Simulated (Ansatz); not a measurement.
in.yaml

```yaml
crystal:
  periodic: [false, false, false]
  atoms:
    - {symbol: C, position_ang: [0.076923, 0.006476, 0.660782]}
    - {symbol: C, position_ang: [-0.087951, 0.014849, -0.650600]}
    - {symbol: H, position_ang: [-0.011331, 0.905606, 1.233682]}
    - {symbol: H, position_ang: [0.071778, -0.996024, 1.251896]}
    - {symbol: H, position_ang: [-0.031281, 0.831203, -1.312936]}
    - {symbol: H, position_ang: [0.102249, -0.994894, -1.293969]}
basis:
  gaussian: {orbitals: cc-pVDZ}
magnetization: {spin_polarized: false}
correlation: {method: bccd_t, electrons: outside_noble_gas}
```

```sh
$ ansatz run in.yaml --threads 1 --pin off --events-out ev --progress --plain --max-ram 2176MiB
```

Output:

```
434 factors; integrals over basis functions are off by at most 1.4e-3 eV
mean field evaluation 1: about -2121.8506 eV, gradient 2.0e1 eV
mean field evaluation 2: about -2121.8520 eV, gradient 2.0e1 eV
mean field evaluation 4: about -2123.0104 eV, gradient 1.8e0 eV
mean field evaluation 8: about -2123.0215 eV, gradient 6.7e-5 eV
mean field evaluation 16: about -2123.0215 eV, gradient 1.2e-1 eV
mean field -2123.02153891 eV, -78.0196025194 hartree, gradient 1.1e-6 eV, S^2 0.000000; 0 other end points of the search recorded, 0 dependent functions left out; unrestricted orbitals would lower it
2 core orbitals not correlated: weight in the atoms' cores, before any rotation towards them, 1.000 or more for the frozen orbitals, at most 0.000 for the correlated occupied ones
reference -2123.02153891 eV, -78.0196025194 hartree; 6, 6 occupied and 40, 40 virtual orbitals, 434 factors
second order -7.55392565 eV of doubles, -0.00000000 eV of singles
cycle   1  -8.08572649 eV  change   -5.3e-1 eV  update   6.3e-2
cycle   2  -8.33596103 eV  change   -2.5e-1 eV  update   2.3e-2
cycle   3  -8.38027055 eV  change   -4.4e-2 eV  update   9.1e-3
cycle   4  -8.38161539 eV  change   -1.3e-3 eV  update   2.9e-3
cycle   5  -8.38218105 eV  change   -5.7e-4 eV  update   7.2e-4
cycle   6  -8.38222510 eV  change   -4.4e-5 eV  update   1.7e-4
cycle   7  -8.38225234 eV  change   -2.7e-5 eV  update   3.5e-5
cycle   8  -8.38225658 eV  change   -4.2e-6 eV  update   1.2e-5
perturbative correction -0.28665467 eV, -0.0105343649 hartree
Total energy: -2131.69045017 eV, -78.3381791321 hartree
```

For the same geometry and basis RCCSDT(Q) lies 35.4 meV lower.

Ran on 1 thread of Arm Neoverse V2, shared host: 0.52 s wall, 0.11 GiB peak host memory.
